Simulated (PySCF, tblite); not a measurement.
# C₂H₅S−: dynamics, then NMR shifts on frames

How do NMR shifts of C₂H₅S− (`CC[S-]`) change as the atoms move?

The runs use tblite 0.8.0 and PySCF 2.14.0, with density-fitted response routines of our own; the level of theory stands in each step. All values are computed, except where a source is named. Atoms are numbered from 0 throughout.

## 1. The starting structure

8 atoms, charge -1, multiplicity 1; geometry from: GFN2-xTB.

Bonds of the start (Å): C0–C1 1.52, C1–S2 1.81, C0–H3 1.09, C0–H4 1.09, C0–H5 1.10, C1–H6 1.10, C1–H7 1.10.

## 2. Dynamics with GFN2-xTB

Job settings and geometry (Å):

```
{"job": {"kind": "md", "xc": "GFN2-xTB", "basis": "xTB", "temperature": 300, "steps": 2000, "every": 50, "frames": 5}, "charge": -1, "multiplicity": 1}
C     -0.798794     0.030121    -0.044319
C      0.712695    -0.167190    -0.008902
S      1.589292     1.332342     0.490244
H     -1.154064     0.324918     0.942709
H     -1.050823     0.826477    -0.744222
H     -1.317351    -0.886810    -0.348996
H      1.067055    -0.473250    -1.005290
H      0.961047    -0.977196     0.694210
```

With the program's defaults for keys left out, this is: GFN2-xTB Langevin dynamics, gas phase.

On the command line:

```console
$ OMP_NUM_THREADS=1 python probes_run.py task.json out
```

This one command runs all jobs of the session in turn.

Log:

```text
t/fs     T/K      E/eV
    0.0   234.1   -279.42045
   25.0   101.1   -279.24454
   50.0   285.1   -279.29284
   75.0   180.3   -279.21166
  100.0   307.4   -279.25352
  125.0   182.6   -279.24204
  150.0   144.2   -279.27431
  175.0   140.4   -279.24852
  200.0   268.3   -279.25181
  225.0   240.2   -279.16348
  250.0   293.8   -279.14692
  275.0   310.9   -279.30780
  300.0   317.3   -279.34602
  325.0   261.4   -279.20656
  350.0   196.6   -279.12572
  375.0   219.4   -279.21936
  400.0   241.1   -279.08530
  425.0   420.4   -279.11880
  450.0   278.3   -279.03676
  475.0   402.5   -279.18327
  500.0   291.8   -279.23214
  525.0   298.3   -279.16067
  550.0   213.0   -279.21367
  575.0   262.1   -279.30831
  600.0   199.1   -279.24886
  625.0   267.1   -279.25482
  650.0   227.9   -279.22620
  675.0   189.9   -279.25213
  700.0   249.7   -279.20851
  725.0   280.0   -279.31768
  750.0   188.3   -279.14128
  775.0   304.1   -279.19927
  800.0   227.3   -279.08468
  825.0   383.0   -279.33611
  850.0   376.0   -279.22176
  875.0   303.1   -279.13396
  900.0   367.6   -279.21904
  925.0   453.7   -279.19833
  950.0   340.1   -279.21971
  975.0   202.7   -279.12638
 1000.0   347.7   -279.24996
```

Wall time 3.4 s (1 thread of Arm Neoverse V2, shared host); peak memory 0.18 GiB.

Distance from the start (root mean square after alignment): 0 fs 0.00 Å, 200 fs 0.06 Å, 400 fs 0.19 Å, 600 fs 0.09 Å, 800 fs 0.11 Å, 1000 fs 0.12 Å.

Positions (Å) and forces (eV/Å) at 1000 fs:

```xyz
8

C    -1.329   -0.463    0.578   -0.011    0.761   -0.524
C    -0.144   -0.154   -0.304    0.913    1.145    0.173
S    -0.225    1.287   -1.408   -0.481    0.047   -0.128
H    -1.684    0.463    1.014    0.029   -0.083    0.602
H    -2.124   -0.816   -0.056   -0.469   -0.331   -0.220
H    -1.032   -1.236    1.267   -0.194   -0.096    0.616
H     0.018   -1.021   -0.904    0.588   -0.789   -0.592
H     0.763    0.102    0.291   -0.375   -0.654    0.073
```

## 3. Shielding tensors: 250 fs, PBE0/pcSseg-1

Job settings and geometry (Å):

```
{"job": {"kind": "nmr", "xc": "PBE0", "basis": "pcSseg-1", "pop": false}, "charge": -1, "multiplicity": 1}
C     -0.783300    -0.040700     0.078100
C      0.583900    -0.466400    -0.435900
S      1.916200     0.765600    -0.014700
H     -0.742100     0.317600     1.067500
H     -1.081100     0.788000    -0.642800
H     -1.519600    -0.932300     0.140500
H      0.656300    -0.588300    -1.499300
H      0.841100    -1.453500     0.047500
```

Level: GIAO PBE0/pcSseg-1 NMR shielding, non-relativistic, gas phase.

Log:

```text
coarse grid: 6896 points
cycle   1  E = -477.0488260110  dE = -1.704e-02  |g| = 4.645e-01  |ddm| = 2.332e+00
cycle   2  E = -477.0431738470  dE =  5.652e-03  |g| = 5.294e-01  |ddm| = 2.326e+00
cycle   3  E = -477.1298949526  dE = -8.672e-02  |g| = 3.335e-02  |ddm| = 1.445e+00
cycle   4  E = -477.1299844669  dE = -8.951e-05  |g| = 2.473e-02  |ddm| = 5.121e-02
cycle   5  E = -477.1301397675  dE = -1.553e-04  |g| = 6.072e-03  |ddm| = 3.801e-02
cycle   6  E = -477.1301497686  dE = -1.000e-05  |g| = 1.825e-03  |ddm| = 9.239e-03
cycle   7  E = -477.1301506018  dE = -8.332e-07  |g| = 3.418e-04  |ddm| = 1.968e-03
final grid: 61024 points
cycle   8  E = -477.1507172447  dE = -1.121e-05  |g| = 6.353e-03  |ddm| = 1.633e-02
cycle   9  E = -477.1507068310  dE =  1.041e-05  |g| = 8.872e-03  |ddm| = 1.501e-02
cycle  10  E = -477.1507274364  dE = -2.061e-05  |g| = 5.340e-04  |ddm| = 9.931e-03
cycle  11  E = -477.1507275132  dE = -7.682e-08  |g| = 1.215e-04  |ddm| = 7.545e-04
cycle  12  E = -477.1507275166  dE = -3.346e-09  |g| = 3.242e-05  |ddm| = 1.270e-04
cycle  13  E = -477.1507275168  dE = -2.804e-10  |g| = 4.859e-06  |ddm| = 4.772e-05
converged SCF energy = -477.1507275168

GIAO shielding tensors (ppm)
atom      isotropic    diamagn.    paramagn.     s11        s22        s33       span
  0 C      154.675     247.312     -92.638    128.154    151.160    184.711     56.557
  1 C      152.836     243.093     -90.257    130.767    161.739    166.001     35.234
  2 S      548.386    1056.867    -508.481    261.689    461.722    921.747    660.057
  3 H       31.494      31.537      -0.042     28.201     31.415     34.868      6.668
  4 H       29.171      29.006       0.165     26.082     27.433     33.999      7.917
  5 H       28.849      29.093      -0.244     23.824     26.403     36.321     12.496
  6 H       28.711      30.898      -2.186     21.230     28.480     36.424     15.195
  7 H       28.464      29.478      -1.014     21.410     28.418     35.564     14.154
```

It took 2.3 s on 1 thread of Arm Neoverse V2, shared host; peak memory 0.37 GiB.

Shifts follow as δ = σ(reference) − σ, with reference shieldings (ppm) from runs at the same level and on the same kind of geometry: ¹H TMS 31.72, ¹³C TMS 186.9, ³³S CS2 504. The references are single molecules in the gas phase. Each atom is listed at this fixed geometry, with no averaging over motion; a spectrum would average atoms that exchange fast.

| atoms | environment | σ (ppm) | δ (ppm) |
| --- | --- | --- | --- |
| C1 | sp3 CH2 bonded to S | 152.8 | 34.1 |
| C0 | methyl carbon | 154.7 | 32.3 |
| H7 | hydrogen on an sp3 CH2 bonded to S | 28.46 | 3.25 |
| H6 | hydrogen on an sp3 CH2 bonded to S | 28.71 | 3.01 |
| H5 | hydrogen on a methyl carbon | 28.85 | 2.87 |
| H4 | hydrogen on a methyl carbon | 29.17 | 2.55 |
| H3 | hydrogen on a methyl carbon | 31.49 | 0.22 |
| S2 | sulfur bonded to C | 548 | -45 |

## 4. Shielding tensors: 425 fs, PBE0/pcSseg-1

Job settings and geometry (Å):

```
{"job": {"kind": "nmr", "xc": "PBE0", "basis": "pcSseg-1", "pop": false}, "charge": -1, "multiplicity": 1}
C     -0.853500    -0.191500    -0.090000
C      0.552500    -0.698700    -0.529400
S      1.721200     0.664200    -0.565500
H     -0.778600     0.117500     0.928100
H     -1.162500     0.596000    -0.777800
H     -1.508100    -1.086800    -0.025600
H      0.300300    -1.089500    -1.644500
H      0.910500    -1.526900     0.067500
```

Level: GIAO PBE0/pcSseg-1 NMR shielding, non-relativistic, gas phase.

Log:

```text
coarse grid: 6896 points
cycle   1  E = -477.0466888339  dE =  9.193e-03  |g| = 4.692e-01  |ddm| = 2.353e+00
cycle   2  E = -477.0418877402  dE =  4.801e-03  |g| = 5.335e-01  |ddm| = 2.346e+00
cycle   3  E = -477.1279495377  dE = -8.606e-02  |g| = 2.679e-02  |ddm| = 1.411e+00
cycle   4  E = -477.1280500385  dE = -1.005e-04  |g| = 1.408e-02  |ddm| = 3.780e-02
cycle   5  E = -477.1280958462  dE = -4.581e-05  |g| = 5.012e-03  |ddm| = 2.442e-02
cycle   6  E = -477.1281025579  dE = -6.712e-06  |g| = 1.168e-03  |ddm| = 7.693e-03
final grid: 61024 points
cycle   7  E = -477.1491316767  dE = -1.076e-05  |g| = 7.370e-03  |ddm| = 1.701e-02
cycle   8  E = -477.1491180947  dE =  1.358e-05  |g| = 1.023e-02  |ddm| = 1.797e-02
cycle   9  E = -477.1491453405  dE = -2.725e-05  |g| = 5.685e-04  |ddm| = 1.151e-02
cycle  10  E = -477.1491454213  dE = -8.073e-08  |g| = 1.326e-04  |ddm| = 6.923e-04
cycle  11  E = -477.1491454255  dE = -4.256e-09  |g| = 3.061e-05  |ddm| = 1.651e-04
cycle  12  E = -477.1491454258  dE = -2.563e-10  |g| = 4.481e-06  |ddm| = 5.163e-05
converged SCF energy = -477.1491454258

GIAO shielding tensors (ppm)
atom      isotropic    diamagn.    paramagn.     s11        s22        s33       span
  0 C      155.233     248.178     -92.945    135.534    145.440    184.725     49.191
  1 C      137.304     243.565    -106.261    113.496    141.523    156.895     43.399
  2 S      585.267    1057.096    -471.828    363.572    517.126    875.104    511.532
  3 H       31.275      31.658      -0.383     29.066     29.505     35.253      6.186
  4 H       30.384      30.441      -0.058     27.822     28.864     34.465      6.644
  5 H       29.672      30.522      -0.850     24.544     27.331     37.141     12.596
  6 H       26.810      27.611      -0.801     21.195     25.682     33.554     12.360
  7 H       28.605      30.510      -1.905     22.417     27.613     35.784     13.367
```

Run time: 2.1 s. Hardware: 1 thread of Arm Neoverse V2, shared host; peak memory 0.38 GiB.

Key values: δ C1 49.6, C0 31.7, S2 -82, H6 4.91, H7 3.11 ppm.

## 5. Shielding tensors: 625 fs, PBE0/pcSseg-1

Job settings and geometry (Å):

```
{"job": {"kind": "nmr", "xc": "PBE0", "basis": "pcSseg-1", "pop": false}, "charge": -1, "multiplicity": 1}
C     -1.179800    -0.058200    -0.116500
C      0.128900    -0.640800    -0.629100
S      1.350800     0.463900    -1.397400
H     -1.045900     0.692300     0.689700
H     -1.702300     0.409300    -0.952100
H     -1.850200    -0.859300     0.270300
H      0.026800    -1.504400    -1.370100
H      0.695900    -1.039500     0.268500
```

Method: GIAO PBE0/pcSseg-1 NMR shielding, non-relativistic, gas phase.

Log:

```text
coarse grid: 6896 points
cycle   1  E = -477.0532776669  dE = -5.818e-03  |g| = 4.646e-01  |ddm| = 2.354e+00
cycle   2  E = -477.0518935812  dE =  1.384e-03  |g| = 5.194e-01  |ddm| = 2.357e+00
cycle   3  E = -477.1340256296  dE = -8.213e-02  |g| = 2.803e-02  |ddm| = 1.433e+00
cycle   4  E = -477.1341212438  dE = -9.561e-05  |g| = 1.640e-02  |ddm| = 4.109e-02
cycle   5  E = -477.1341843593  dE = -6.312e-05  |g| = 5.369e-03  |ddm| = 2.708e-02
cycle   6  E = -477.1341919361  dE = -7.577e-06  |g| = 1.554e-03  |ddm| = 8.338e-03
final grid: 61024 points
cycle   7  E = -477.1543985572  dE = -4.715e-06  |g| = 7.864e-03  |ddm| = 1.680e-02
cycle   8  E = -477.1543801103  dE =  1.845e-05  |g| = 1.145e-02  |ddm| = 2.073e-02
cycle   9  E = -477.1544144861  dE = -3.438e-05  |g| = 4.251e-04  |ddm| = 1.314e-02
cycle  10  E = -477.1544145285  dE = -4.238e-08  |g| = 1.023e-04  |ddm| = 5.206e-04
cycle  11  E = -477.1544145310  dE = -2.496e-09  |g| = 2.637e-05  |ddm| = 1.248e-04
cycle  12  E = -477.1544145312  dE = -1.935e-10  |g| = 4.691e-06  |ddm| = 4.750e-05
converged SCF energy = -477.1544145312

GIAO shielding tensors (ppm)
atom      isotropic    diamagn.    paramagn.     s11        s22        s33       span
  0 C      157.934     245.927     -87.993    140.154    148.687    184.962     44.808
  1 C      148.946     243.141     -94.195    131.947    149.572    165.319     33.372
  2 S      588.493    1057.015    -468.522    370.338    481.613    913.529    543.191
  3 H       30.525      29.827       0.698     28.168     28.254     35.152      6.984
  4 H       30.902      29.807       1.095     28.398     28.952     35.357      6.959
  5 H       29.982      29.710       0.271     25.139     27.683     37.124     11.985
  6 H       26.981      28.807      -1.825     17.900     27.754     35.291     17.391
  7 H       26.915      29.573      -2.657     18.380     27.883     34.483     16.102
```

It took 2.1 s on 1 thread of Arm Neoverse V2, shared host; peak memory 0.38 GiB.

This run: δ C1 38.0, C0 29.0, S2 -85, H7 4.80, H6 4.74 ppm.

## 6. Shielding tensors: 800 fs, PBE0/pcSseg-1

Job settings and geometry (Å):

```
{"job": {"kind": "nmr", "xc": "PBE0", "basis": "pcSseg-1", "pop": false}, "charge": -1, "multiplicity": 1}
C     -0.848800    -0.144100     0.374400
C      0.480700    -0.615100    -0.147600
S      0.855300     0.645800    -1.402200
H     -0.845600     0.840100     0.870900
H     -1.608800     0.014900    -0.424700
H     -1.238900    -0.889500     1.049900
H      0.425600    -1.669600    -0.549700
H      1.192900    -0.647400     0.581900
```

With the program's defaults for keys left out, this is: GIAO PBE0/pcSseg-1 NMR shielding, non-relativistic, gas phase.

Log:

```text
coarse grid: 6896 points
cycle   1  E = -477.0427169246  dE =  1.064e-01  |g| = 4.780e-01  |ddm| = 2.385e+00
cycle   2  E = -477.0392108047  dE =  3.506e-03  |g| = 5.432e-01  |ddm| = 2.315e+00
cycle   3  E = -477.1254900189  dE = -8.628e-02  |g| = 2.466e-02  |ddm| = 1.364e+00
cycle   4  E = -477.1256119955  dE = -1.220e-04  |g| = 7.127e-03  |ddm| = 5.009e-02
cycle   5  E = -477.1256250654  dE = -1.307e-05  |g| = 2.856e-03  |ddm| = 1.548e-02
cycle   6  E = -477.1256268989  dE = -1.833e-06  |g| = 1.098e-03  |ddm| = 4.242e-03
final grid: 61024 points
cycle   7  E = -477.1459613200  dE = -1.417e-05  |g| = 5.722e-03  |ddm| = 1.617e-02
cycle   8  E = -477.1459555631  dE =  5.757e-06  |g| = 7.358e-03  |ddm| = 1.154e-02
cycle   9  E = -477.1459692840  dE = -1.372e-05  |g| = 5.473e-04  |ddm| = 7.782e-03
cycle  10  E = -477.1459693670  dE = -8.304e-08  |g| = 1.317e-04  |ddm| = 8.445e-04
cycle  11  E = -477.1459693710  dE = -3.960e-09  |g| = 2.747e-05  |ddm| = 1.241e-04
cycle  12  E = -477.1459693712  dE = -1.908e-10  |g| = 4.987e-06  |ddm| = 4.302e-05
converged SCF energy = -477.1459693712

GIAO shielding tensors (ppm)
atom      isotropic    diamagn.    paramagn.     s11        s22        s33       span
  0 C      158.429     245.973     -87.544    133.823    147.491    193.974     60.151
  1 C      158.341     243.977     -85.636    134.492    167.640    172.892     38.401
  2 S      548.787    1057.087    -508.299    221.823    516.618    907.921    686.097
  3 H       30.276      30.128       0.148     27.810     28.432     34.587      6.777
  4 H       29.980      29.797       0.183     26.595     29.276     34.069      7.474
  5 H       30.163      30.771      -0.609     23.661     27.036     39.791     16.130
  6 H       29.267      29.379      -0.112     23.949     27.248     36.605     12.656
  7 H       30.977      32.628      -1.651     25.653     29.683     37.594     11.940
```

Wall time 2.1 s (1 thread of Arm Neoverse V2, shared host); peak memory 0.39 GiB.

In short: δ C1 28.6, C0 28.5, S2 -45, H6 2.45, H4 1.74 ppm.

## 7. NMR shieldings: 1000 fs, PBE0/pcSseg-1

Job settings and geometry (Å):

```
{"job": {"kind": "nmr", "xc": "PBE0", "basis": "pcSseg-1", "pop": false}, "charge": -1, "multiplicity": 1}
C     -1.329500    -0.463400     0.577500
C     -0.143700    -0.154000    -0.304200
S     -0.224800     1.286900    -1.408300
H     -1.684200     0.463400     1.013700
H     -2.123700    -0.816300    -0.055500
H     -1.032500    -1.235500     1.267200
H      0.017800    -1.021200    -0.903600
H      0.763000     0.101800     0.290800
```

Level: GIAO PBE0/pcSseg-1 NMR shielding, non-relativistic, gas phase.

Log:

```text
coarse grid: 6896 points
cycle   1  E = -477.0506901247  dE =  9.508e-02  |g| = 4.731e-01  |ddm| = 2.383e+00
cycle   2  E = -477.0552338599  dE = -4.544e-03  |g| = 5.126e-01  |ddm| = 2.249e+00
cycle   3  E = -477.1325516273  dE = -7.732e-02  |g| = 2.686e-02  |ddm| = 1.300e+00
cycle   4  E = -477.1326513965  dE = -9.977e-05  |g| = 1.283e-02  |ddm| = 4.141e-02
cycle   5  E = -477.1326888129  dE = -3.742e-05  |g| = 4.346e-03  |ddm| = 1.835e-02
cycle   6  E = -477.1326936525  dE = -4.840e-06  |g| = 5.460e-04  |ddm| = 5.105e-03
final grid: 61024 points
cycle   7  E = -477.1531126968  dE = -1.425e-05  |g| = 7.013e-03  |ddm| = 1.719e-02
cycle   8  E = -477.1531015737  dE =  1.112e-05  |g| = 9.501e-03  |ddm| = 1.677e-02
cycle   9  E = -477.1531248799  dE = -2.331e-05  |g| = 5.617e-04  |ddm| = 1.111e-02
cycle  10  E = -477.1531249619  dE = -8.195e-08  |g| = 1.318e-04  |ddm| = 7.824e-04
cycle  11  E = -477.1531249659  dE = -4.046e-09  |g| = 2.762e-05  |ddm| = 1.410e-04
cycle  12  E = -477.1531249661  dE = -2.160e-10  |g| = 3.940e-06  |ddm| = 5.718e-05
converged SCF energy = -477.1531249661

GIAO shielding tensors (ppm)
atom      isotropic    diamagn.    paramagn.     s11        s22        s33       span
  0 C      160.548     248.727     -88.179    137.339    154.519    189.787     52.448
  1 C      156.752     244.679     -87.927    136.350    160.394    173.510     37.160
  2 S      601.402    1057.230    -455.828    358.466    519.945    925.793    567.327
  3 H       31.162      30.624       0.539     28.435     29.747     35.305      6.871
  4 H       31.324      31.166       0.158     28.572     29.599     35.800      7.227
  5 H       30.585      31.207      -0.623     25.256     28.307     38.191     12.935
  6 H       29.448      31.945      -2.497     21.708     30.403     36.232     14.525
  7 H       27.174      30.663      -3.490     17.325     27.806     36.390     19.065
```

Wall time 2.1 s (1 thread of Arm Neoverse V2, shared host); peak memory 0.39 GiB.

This run: δ C1 30.2, C0 26.4, S2 -98, H7 4.54, H6 2.27 ppm.

## 8. Comparing the runs: NMR shifts

Shifts (ppm) of some atoms, chosen among heavy atoms and hydrogens apart, with basis size and wall time:

| frame | C1 | C0 | H7 | H6 | H5 | H4 | S2 | functions | time |
| --- | --- | --- | --- | --- | --- | --- | --- | --- | --- |
| 250 fs | 34.1 | 32.3 | 3.25 | 3.01 | 2.87 | 2.55 | -45 | 83 | 2.3 s |
| 425 fs | 49.6 | 31.7 | 3.11 | 4.91 | 2.04 | 1.33 | -82 | 83 | 2.1 s |
| 625 fs | 38.0 | 29.0 | 4.80 | 4.74 | 1.74 | 0.81 | -85 | 83 | 2.1 s |
| 800 fs | 28.6 | 28.5 | 0.74 | 2.45 | 1.55 | 1.74 | -45 | 83 | 2.1 s |
| 1000 fs | 30.2 | 26.4 | 4.54 | 2.27 | 1.13 | 0.39 | -98 | 83 | 2.1 s |

## 9. What came out

| quantity | value |
| --- | --- |
| thermostat | 300 K |
| mean temperature, second half | 284 K |
| mean potential energy above the minimum | 0.20 eV |
| ¹³C shifts against TMS (PBE0/pcSseg-1, 250 fs) | 34.1, 32.3 ppm |
| ¹H shifts against TMS (PBE0/pcSseg-1, 250 fs) | 3.25, 3.01, 2.87, 2.55, 0.22 ppm |
| ³³S shifts against CS2 (PBE0/pcSseg-1, 250 fs) | -45 ppm |
| range of the shift of S2 | -98 to -45 ppm |

In the second half the potential energy averages 0.20 eV above the minimum; equipartition over 18 harmonic modes at 300 K would give 0.23 eV. With 8 atoms the temperature swings widely (101 to 454 K). Shifts at one fixed geometry are not the observed spectrum, which averages over the motion. In the first frame run (250 fs): Shielding is most anisotropic at S2 (span 660 ppm, paramagnetic term -508 ppm). In ppm, S2 moves most: its shift spreads over 53 ppm, from -98 (1000 fs) to -45 (250 fs). At PBE0/pcSseg-1 the HOMO lies above zero (+0.82 eV), as often for anions in the gas phase: self-interaction error lifts it, or the electron is held by the finite basis alone; counter-ions and solvent are missing.
